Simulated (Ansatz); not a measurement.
Ideal-gas functions of C$_{2}$H$_{5}$NS, SMILES `CC(N)=S` at 400 K and 1 bar, from an Ansatz frequency run at PBE0-D4/def2-TZVP.

Molar mass 75.14 g/mol, point group C1 (symmetry number 1), electronic degeneracy 1, moments of inertia 51.478, 100.863, 149.192 u Å². Harmonic wavenumbers (cm⁻¹, unscaled): 35, 336, 377, 426, 517, 627, 752, 998, 1019, 1032, 1338, 1386, 1414, 1475, 1478, 1639, 3044, 3107, 3191, 3596, 3729.

Use S(trans) = R[1.5 ln M + 2.5 ln T − 1.1517]; rotational temperatures θ = 24.2544 K / I; S(rot) = R[ln(√π/σ · √(T³/θAθBθC)) + 1.5]; for each mode x = 1.438777 ν̃/T, S = R[x/(eˣ − 1) − ln(1 − e⁻ˣ)] and H = RT x/(eˣ − 1); 1 cm⁻¹ = 0.0119627 kJ/mol; R = 8.31446 J/(mol·K).

Q: By hand: the entropy, in J/(mol·K).

A: Translation 168.8. Rotation: θ = 0.4712, 0.2405, 0.1626 K, giving 108.6. Vibration, mode by mode: 25.55, 7.23, 6.39, 5.53, 4.26, 3.12, 2.19, 1.08, 1.02, 0.98, 0.40, 0.34, 0.31, 0.26, 0.26, 0.16, 0.00, 0.00, 0.00, 0.00, 0.00, in all 59.1. Electronic 0.0. Sum 336.5 J/(mol·K).

Q: By hand: H − E and G − E in kJ/mol, counted from the electronic energy.

A: Zero-point energy ½ × 31516 × 0.0119627 = 188.5; thermal vibration 12.0; translation, rotation and pV give 4 RT = 13.3. H − E = 213.8 kJ/mol, and G − E = 213.8 − 400 × 336.5/1000 = 79.2 kJ/mol.

Vibration gives 18 % of the entropy, 25.6 J/(mol·K) of it from the mode under 150 cm⁻¹: soft modes count most, and the harmonic formula is weakest for them. The sum counts one conformer and one mirror image; others add a mixing term.
